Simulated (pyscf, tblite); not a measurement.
`[Cl][InH][Cl]` + `[H][H]` -> `[ClH]` + `[Cl][InH2]`: energy along the mass-weighted descent from the GFN2-xTB saddle (tblite), relative to the relaxed reactant side, a complex of the molecules.

(s (amu^1/2 bohr), E (kcal/mol)): (-5.62, 1.3); (-5.25, 1.6); (-4.76, 2.2); (-4.00, 3.3); (-2.88, 5.9); (0.000, 25.4); (2.88, 13.9); (4.70, 12.2); (5.29, 11.7); (5.73, 11.4); (6.05, 11.3)

Task: The GFN2-xTB barrier from the reactant side is 106.2 kJ/mol. What does ωB97X-D3(BJ) (PySCF) give from its own reactant-side minimum, in def2-SVP and in def2-TZVP?

Result: 131.0 kJ/mol in the double-zeta basis after reoptimising the saddle, and 141.1 kJ/mol in the triple-zeta single point, so the tight-binding barrier lies 34.9 kJ/mol under the latter. The imaginary mode goes from 1110i to 1173i cm⁻¹.
